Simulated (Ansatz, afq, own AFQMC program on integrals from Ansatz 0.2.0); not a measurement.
Integrals from Ansatz 0.2.0, then the random walk in our own AFQMC program (afq).

```yaml
crystal:
  periodic: [false, false, false]
  atoms:
    - {symbol: N, position_ang: [0.000000, 0.000000, 0.548062]}
    - {symbol: C, position_ang: [0.000000, 0.000000, -0.817088]}
    - {symbol: H, position_ang: [0.000000, 0.863263, 1.060214]}
    - {symbol: H, position_ang: [0.000000, -0.863263, 1.060214]}
basis:
  gaussian: {orbitals: cc-pVDZ}
magnetization: {spin_polarized: true, initial_magnetization: 3}
correlation: {method: ccsd_t, electrons: outside_noble_gas, hamiltonian_folder: ham}
```

```sh
$ ansatz run in.yaml --threads 1 --pin off --events-out ev --progress --plain --max-ram 1382MiB
```

Options of the walk:

```
--method phaseless --trial hf --walkers 120 --populations 1 --least-time 40 --time-step 0.005 --steps-per-block 20 --equilibration-blocks 112 --max-blocks 600 --target-error 0.0012000 --factor-cut 1e-05 --start spin_pure --seed 361 --taylor-order 6
```

Times are imaginary, in 1/Eh. The walk had a cap of 1161 s.

```
orbitals 36  electrons 7 4  factors 279 of 355
reference energy -93.29487520 Eh
CCSD correlation -0.24661339 Eh in 11 cycles, weight of the determinant in the CISD state 0.9150
energy of the start -93.295003 Eh
 block  time / (1/Eh)  mean weight  energy / Eh
     1     0.100  1.0030  -93.362043
     2     0.200  1.0022  -93.410153
     3     0.300  1.0008  -93.448195
     4     0.400  1.0029  -93.474782
     5     0.500  1.0017  -93.498999
    10     1.000  0.9991  -93.527357
    86     8.600  1.0004  -93.552190
   171    17.100  0.9990  -93.531424
   256    25.600  0.9981  -93.546282
   290    29.000  1.0008  -93.648432
   341    34.100  1.0033  -93.554694
   426    42.600  1.0006  -93.580695
   511    51.100  0.9973  -93.575481
   596    59.600  1.0031  -93.545740
   681    68.100  1.0002  -93.519949
   698    69.800  1.0006  -93.562436
blocks merged  error / Eh  count
     1  0.000776  600
     2  0.001006  300
     4  0.001279  150
     8  0.001532  75
    16  0.001694  37
    32  0.001587  18
    64  0.001815  9
energy -93.547482 +/- 0.001694 Eh
(rows thinned)
```

(1) Estimate how long the walk took on 1 thread of Intel(R) Xeon(R) 6975P-C (Granite Rapids) (shared host).

The run passed its tests (sampling time, drift between the halves within three errors, error under three times the target), which doesn't prove that it has relaxed.

Against this walk (error 46.1 meV) on the same determinant: CCSD(T) 10.1 meV higher (within the noise), CCSDT(Q) 16.9 meV lower (within the noise), a separate phaseless walk with a CISD trial and standard settings 11.0 ± 47.2 meV higher (within the noise). The error is statistical and leaves out the bias of the constraint.

Cautions: constraint bias not in the error; error above the target (46.1 against 32.7 meV); lower spins were not checked.

Answers

(1) 2.5 min of wall time.

CCSDT and higher add their correlation energy to the determinant of the CCSD(T) run, since their own runs factorise the integrals more tightly (a shift of under 2 meV). A walk keeps the symmetry of its determinant, which the program's search chose and which needn't be the lowest solution, so a lower state of the same spin and another symmetry isn't excluded.
